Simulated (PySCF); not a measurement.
Reaction (SMILES): FSF + 2 [H][H] (H2) → 2 F (HF) + S (H2S)
B3LYP-D3(BJ)/def2-TZVP geometries, fixed; electronic energies without zero-point terms.

How fast the energy of full hydrogenation converges with the basis for several methods (PySCF): deviation from each method's own reference, in kcal/mol. References: B3LYP -65.94 kcal/mol, the value in aug-pcseg-3; HF -75.83 kcal/mol, the value in aug-pcseg-3; PBE -64.28 kcal/mol, the value in aug-pcseg-3. All functions are spherical. Density fitting with generated auxiliary sets. No added dispersion term, no relativity. 

| basis | functions | B3LYP | HF | PBE |
|---|---|---|---|---|
| def2-SVP | 46 | -0.24 | -11.59 | 1.79 |
| 6-311++G(2d,2p) | 89 | -9.48 | -12.38 | -9.30 |
| pcseg-2 | 94 | -1.67 | -2.42 | -1.15 |
| aug-cc-pV(T+d)Z | 147 | -0.91 | -1.41 | -0.89 |
| cc-pV(Q+d)Z | 174 | 1.56 | -0.05 | 2.23 |
| pcseg-3 | 184 | -0.06 | -0.13 | -0.02 |
| def2-QZVPP | 184 | 0.30 | -0.35 | 0.58 |
| def2-QZVP | 184 | 0.30 | -0.35 | 0.58 |

Mean absolute deviation over 6-311++G(2d,2p), pcseg-2, aug-cc-pV(T+d)Z: PBE 3.78, B3LYP 4.02, HF 5.40 kcal/mol.
